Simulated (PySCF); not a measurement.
# How well do the runs reproduce experiment for C4H6S?

**Measured values to compare with.**

From NIST CCCBDB Release 22 (SRD 101), experimental dipoles, for the gas: dipole moment 1.75 D.

The results are set against them at the end.

C4H6S.
Numbering: `[CH:1]1=[CH:2][CH2:3][S:4][CH2:5]1` (hydrogens: H6 on C1; H7 on C2; H8, H9 on C3; H10, H11 on C5)

Cartesian coordinates in Å at the PBE0-D3(BJ)/def2-TZVP level; atoms count from 1:
```
atom  x, y, z in Å
C1    -0.4283    0.6883   -0.6948
C2     0.7213    0.7920   -0.0461
C3     1.0840   -0.3272    0.8712
S4    -0.2855   -1.5204    0.7565
C5    -1.2400   -0.5376   -0.4415
H6    -0.7919    1.4442   -1.3829
H7     1.3877    1.6415   -0.1518
H8     1.1976    0.0173    1.9034
H9     2.0226   -0.8057    0.5765
H10   -2.2237   -0.2934   -0.0295
H11   -1.3986   -1.1152   -1.3570
```

The PySCF runs (gas phase, on this PBE0-D3(BJ)/def2-TZVP geometry; no spin–orbit coupling):

```tsv
level	job	basis functions	wall time
PBE0-D3(BJ)/def2-TZVP, grid level 2	geometry optimisation from a GFN2-xTB start shaken at random	197	2.3 min
PBE0/pcSseg-2	shieldings, ring-centre shieldings, charges and field gradients	271	29 s
CAM-B3LYP/aug-cc-pVTZ	10 singlets by full TDDFT, 4 Tamm–Dancoff triplets, polarisability	372	66 s
PBE0/aug-cc-pVTZ	10 singlets by full TDDFT, 4 Tamm–Dancoff triplets, polarisability, dynamic polarisability	372	59 s
wB97X-D/aug-cc-pVTZ	10 singlets by full TDDFT, 4 Tamm–Dancoff triplets, polarisability, ΔSCF ions	372	1.9 min
```

Hardware: an Arm Neoverse V1 with one thread, on a shared host.

## Comparison

**Dipole moment.** Measured: 1.75 D (NIST CCCBDB Release 22 (SRD 101), experimental dipoles).

| level | computed (D) | computed − measured (D) | % (from the printed values) |
| --- | --- | --- | --- |
| PBE0-D3(BJ)/def2-TZVP | 1.80 | +0.05 | +3 |
| PBE0/pcSseg-2 | 1.84 | +0.09 | +5 |
| CAM-B3LYP/aug-cc-pVTZ | 1.80 | +0.05 | +3 |
| PBE0/aug-cc-pVTZ | 1.80 | +0.05 | +3 |
| wB97X-D/aug-cc-pVTZ | 1.81 | +0.06 | +3 |

All 5 levels lie above the measurement. The computed dipoles belong to one fixed geometry; measured ones are averaged over vibrations unless marked μe. Magnitudes are compared, not signs.

The geometry is computed, not the measured one. Where a level misses, the cause wasn't examined.
